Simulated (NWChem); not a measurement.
# Total energies of B

```
B
```
Charge 0, spin multiplicity 2.

Program: NWChem.

Basis set: 6-31G* (14 functions).

```tsv
method	total energy (Ha)
UHF	-24.52197
UMP2	-24.55803
UB2PLYP	-24.62297
UPBE	-24.60025
UB3LYP	-24.65384
UBP86	-24.64067
```

Total energies of different functionals aren't comparable as a measure of quality: only differences taken within one method are. 

The correlated methods keep 1 core orbital frozen. B3LYP has NWChem's definition, with VWN1-RPA local correlation. The Pople sets run with spherical d functions. The stability of the SCF solutions was not checked. Open-shell Hartree-Fock references start from PBE0 orbitals.
